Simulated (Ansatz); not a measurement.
`[NH2][AlH][SiH3]` → `[NH2][AlH2]` + `[SiH2]`  (silylene loss)

Gas-phase electronic energies from Ansatz, PBE0-D4/def2-TZVP geometries. CBS: MP2 limit from def2 TZ/QZ plus the TZ coupled-cluster correction, frozen cores. This one scheme is used for every species. Functionals use def2-TZVPP. One conformer a species, not always the lowest.

```tsv
species	r2SCAN0 energy (Eh)
`[NH2][AlH][SiH3]`	-590.24325
`[NH2][AlH2]`	-299.56683
`[SiH2]`	-290.57522
```

Work out ΔE.

ΔE = (-299.56683) + (-290.57522) − (-590.24325) = 0.10120 Eh = +265.7 kJ/mol. CCSD(T)/CBS gives +243.6 kJ/mol.

Largest T1 diagnostic among the species: 0.014.

In def2-TZVPP, CCSD(T) changes the Hartree–Fock value by +19.8 kJ/mol (the triples alone add +5.0 kJ/mol) and MP2 by +31.6 kJ/mol. At CCSD(T), def2-SVP lies −15.0 kJ/mol from the extrapolated value and def2-TZVPP −5.6 kJ/mol. From BLYP to BHLYP (50 % exact exchange), in def2-TZVPP and without D4, ΔE moves by +17.2 kJ/mol.
